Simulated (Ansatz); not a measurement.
Mulliken charges of `[AlH3-][PH3+]` from ωB97M-V/def2-TZVPP in Ansatz (PBE0-D4/def2-TZVP geometry).

```tsv
atom	x (Å)	y (Å)	z (Å)	charge (e)
Al1	-0.472	0.167	-1.354	0.207
P2	0.371	-0.137	0.995	-0.034
H3	0.030	-1.241	-1.920	-0.152
H4	-2.016	0.335	-0.980	-0.152
H5	0.380	1.476	-1.693	-0.152
H6	0.167	0.897	1.930	0.095
H7	1.750	-0.340	1.205	0.095
H8	-0.118	-1.213	1.762	0.095
```

Task: By hand: the dipole of these point charges (1 e Å = 4.8032 D).

Result: Σ q r = (0.305, -0.110, 0.849) e Å, of length 0.909 e Å = 4.37 D.

Task: How does the dipole of the full density compare? (Estimate.)

Result: Computed: (0.287, -0.103, 0.798) e Å, 4.10 D; the point charges give 1.07 times that, at 0° from its direction.

Point charges leave out the atoms' own dipoles, such as those of lone pairs, and Mulliken's split depends on the basis, so the close match here is no proof of good charges.
